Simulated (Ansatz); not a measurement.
`CF` and `FC[SiH3]` differ in one atom or group.

Ansatz, PBE0-D4/def2-TZVP geometries, multiplicity 1. 

```
                                        property   `CF`
size of the dipole moment (B3LYP/def2-TZVPP) / D   1.80
           HOMO–LUMO gap (B3LYP/def2-TZVPP) / eV  10.85
              LUMO energy (PBE0/def2-TZVPP) / eV   1.68
  zero-point energy (PBE0-D4/def2-TZVP) / kJ/mol  103.3
              HOMO energy (PBE0/def2-TZVPP) / eV  -9.81
             LUMO energy (B3LYP/def2-TZVPP) / eV   1.29
```

(1) Give the same properties after the change, and the shifts. (Estimate.)

Results:

(1) Ansatz gave: 
| property | `FC[SiH3]` | shift |
| --- | --- | --- |
| size of the dipole moment (B3LYP/def2-TZVPP) / D | 1.58 | -0.22 |
| HOMO–LUMO gap (B3LYP/def2-TZVPP) / eV | 8.76 | -2.09 |
| LUMO energy (PBE0/def2-TZVPP) / eV | 0.50 | -1.18 |
| zero-point energy (PBE0-D4/def2-TZVP) / kJ/mol | 142.3 | 39.0 |
| HOMO energy (PBE0/def2-TZVPP) / eV | -8.73 | 1.08 |
| LUMO energy (B3LYP/def2-TZVPP) / eV | 0.25 | -1.04 |

With PBE0 the HOMO rises by 1.08 eV and the LUMO falls by 1.18 eV, so the gap narrows by about 2.26 eV. PBE moves the HOMO by 0.73 eV and ωB97M-V by 1.22 eV. The zero-point energy changes by 39.0 kJ/mol with +9 modes. Dipoles are sizes alone; their direction can turn.

B3LYP here is the variant with VWN-RPA as its local correlation; programs differ in this.
